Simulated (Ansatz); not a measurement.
For zinc-blende AlAs, PBE in Ansatz (plane waves, PAW) gives:

```
Property                                Result
------------------------------  --------------
equilibrium lattice constant a         5.728 Å
bulk modulus                          67.1 GPa
band gap at the measured cell          1.45 eV
elastic constant C11                   104 GPa
elastic constant C44                  51.2 GPa
polycrystal shear modulus             39.9 GPa
enthalpy of formation           -0.488 eV/atom
```

What does PBE0 (Ansatz, a first-principles code, PAW) give for the same quantities?


- lattice constant a: 5.680 Å (decreases by 0.8 %)
- bulk modulus: 76.5 GPa (grows by 14 %)
- band gap at the measured cell: 2.73 eV (rises by 1.28 eV)
- elastic constant C11: 117 GPa (grows by 12 %)
- elastic constant C44: 57.3 GPa (grows by 12 %)
- Voigt–Reuss–Hill shear modulus: 44.6 GPa (increases by 12 %)
- formation enthalpy: -0.631 eV/atom (moves by -0.143 eV/atom)

For comparison: lattice constant a 5.649 Å (measured, static lattice: zero-point anharmonic expansion removed; as tabulated in Mejia-Rodriguez and Trickey (2018), arXiv:1807.09216); bulk modulus 75 GPa (measured, 0 K value with the zero-point phonon effect removed; as tabulated in Mejia-Rodriguez and Trickey (2018), arXiv:1807.09216); band gap 2.28 eV (measured, zero-point renormalisation of 0.04 eV added back here (the table's ZPR column); inputs from Chen et al. (2018), doi:10.1103/physrevmaterials.2.073803); elastic constant C11 120 ± 1 GPa (measured, temperature not stated, not corrected to a static lattice; as tabulated in Krieger et al. (1995), doi:10.1063/1.114098); elastic constant C44 56.6 ± 0.7 GPa (measured, temperature not stated, no zero-point or thermal correction; as tabulated in Krieger et al. (1995), doi:10.1063/1.114098); formation enthalpy -0.61 eV/atom (measured, 298 K, not corrected to a static lattice; as tabulated in Zhang et al. (2018), doi:10.1038/s41524-018-0065-z).

Changes are worked out from the printed values.

Unless a cell is named, each level is at its own relaxed cell (PBE 23.50, PBE0 22.90 Å³/atom).

Levels without +SOC have no spin–orbit coupling; where heavier elements are present it shifts gaps, mostly down, and can invert bands. Density-functional gaps are differences of (generalised) Kohn–Sham levels.

Ansatz's density-functional and Hartree–Fock values are scalar-relativistic unless marked +SOC, with PAW data made under PBE.
